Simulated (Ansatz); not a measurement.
# CH₄AlN: a ladder of functionals and wavefunction methods

Aim: compute CH₄AlN with functionals from several rungs and with coupled cluster. The yardstick is the atomisation energy at the CCSD(T) limit.

Computed with Ansatz 0.2.0, Gaussian basis. Level: functionals in def2-TZVPP, the program's frozen cores in correlated methods.

Plan: LDA (SPW92), PBE-D4, revPBE-D4, BLYP-D4, r2SCAN-D4, B97M-V, PBE0-D4, B3LYP-D4, r2SCANh-D4, r2SCAN0-D4, HSE06-D4, BHLYP-D4, CAM-B3LYP-D4, LC-ωPBE, ωB97X-V, ωB97M-V, B2PLYP, PBE-QIDH; CCSD(T)/def2-SVP; CCSD(T)/def2-TZVPP; MP2/def2-QZVPP; extrapolation to the limit; RPA on PBE.

## (1) The geometry

The geometry comes from an earlier relaxation with PBE0-D4 in a triple-zeta def2 set; it is a stationary point, not always the lowest conformer.

7 atoms, charge 0, spin multiplicity 1.

Atoms are counted from 1 here; the program's logs count them from 0.

Bond lengths: N1–C2 1.277 Å, N1–H4 1.025 Å, C2–Al3 1.979 Å, C2–H5 1.104 Å, Al3–H6 1.580 Å, Al3–H7 1.590 Å. Angles: C2–N1–H4 112.2°, N1–C2–Al3 115.2°, N1–C2–H5 120.5°, Al3–C2–H5 124.3°, C2–Al3–H6 118.7°, C2–Al3–H7 119.4°, H6–Al3–H7 121.9°.

As a file:

```
N    -1.4023   -0.6632    0.0339
C    -0.3812   -0.1858   -0.5661
Al    1.0593    0.4766    0.6184
H    -2.1158   -0.9966   -0.6226
H    -0.3385   -0.1646   -1.6687
H     0.8432    0.4166    2.1828
H     2.3965    1.0492   -0.0232
```

## (2) LDA

This LDA is Slater exchange with PW92 correlation.

in.yaml

```yaml
crystal:
  periodic: [false, false, false]
  atoms:
    - {symbol: N, position_ang: [-1.402284, -0.663234, 0.033868]}
    - {symbol: C, position_ang: [-0.381156, -0.185792, -0.566146]}
    - {symbol: Al, position_ang: [1.059337, 0.476595, 0.618354]}
    - {symbol: H, position_ang: [-2.115828, -0.996643, -0.622591]}
    - {symbol: H, position_ang: [-0.338488, -0.164643, -1.668707]}
    - {symbol: H, position_ang: [0.843168, 0.416611, 2.182756]}
    - {symbol: H, position_ang: [2.396452, 1.049206, -0.023235]}
basis:
  gaussian: {orbitals: def2-TZVPP}
hamiltonian: {xc: lda}
output: {orbitals: {seedname: orbitals}}
```

The run is started by

```sh
ansatz run in.yaml --threads 2 --pin off --events-out ev --progress --plain --max-ram 4352MiB
```

Further steps of the session: PBE-D4 (GGA); revPBE-D4 (GGA); BLYP-D4 (GGA); r2SCAN-D4 (meta-GGA); B97M-V (meta-GGA); PBE0-D4 (hybrid); B3LYP-D4 (hybrid); r2SCANh-D4 (hybrid); r2SCAN0-D4 (hybrid); HSE06-D4 (hybrid); BHLYP-D4 (hybrid); CAM-B3LYP-D4 (range-separated); LC-ωPBE (range-separated); ωB97X-V (range-separated); ωB97M-V (range-separated); B2PLYP (double hybrid); PBE-QIDH (double hybrid); CCSD(T) in def2-SVP; CCSD(T) in def2-TZVPP; MP2 in def2-QZVPP; RPA on PBE orbitals.

**Question.** What will the summary of the whole plan be? Wanted: atomisation energy, CCSD(T)/CBS; farthest beyond LDA; mean size of error, GGA; mean size of error, meta-GGA; mean size of error, hybrid; mean size of error, range-separated; mean size of error, double hybrid; gap, smallest and largest; T1 diagnostic.

**Answer**, as computed:

| quantity | value |
| --- | --- |
| atomisation energy, CCSD(T)/CBS | 2245.8 kJ/mol |
| functionals within 11.2 kJ/mol (0.5 %) | r2SCAN-D4, B3LYP-D4, ωB97M-V |
| farthest beyond LDA | BHLYP-D4 (-68.8 kJ/mol) |
| mean size of error, GGA | 23.1 kJ/mol |
| mean size of error, meta-GGA | 17.8 kJ/mol |
| mean size of error, hybrid | 31.7 kJ/mol |
| mean size of error, range-separated | 12.9 kJ/mol |
| mean size of error, double hybrid | 29.8 kJ/mol |
| gap, smallest and largest | 2.50 eV (LDA (SPW92)), 9.80 eV (LC-ωPBE) |
| T1 diagnostic | 0.0119 |
| triples share of the correlation energy | 4.0 % |

What this shows: LDA overbinds by 303.2 kJ/mol (13 %). PBE-D4 is off by +39.6 kJ/mol. Double hybrids carry the basis error of their MP2 part in triple zeta, and no dispersion term here, so their miss is partly the set-up's. By mean error the best rung here is range-separated (12.9 kJ/mol) and the worst beyond LDA is hybrid (31.7 kJ/mol). The gap between the best rungs is small, so their order is not settled. The mean of the hybrids holds BHLYP, with half exact exchange. Misses under about 11.2 kJ/mol are within the doubt on the reference itself, which lacks core-valence correlation, relativity and higher excitations. Hartree-Fock recovers 69 % of the binding; the rest is correlation. CCSD(T) in def2-SVP is off by -133.0 kJ/mol, worse than the median functional, from the basis alone. Orbital gaps span 2.5 to 9.8 eV; exact exchange widens them. The restricted reference is unstable towards a spin-broken one.
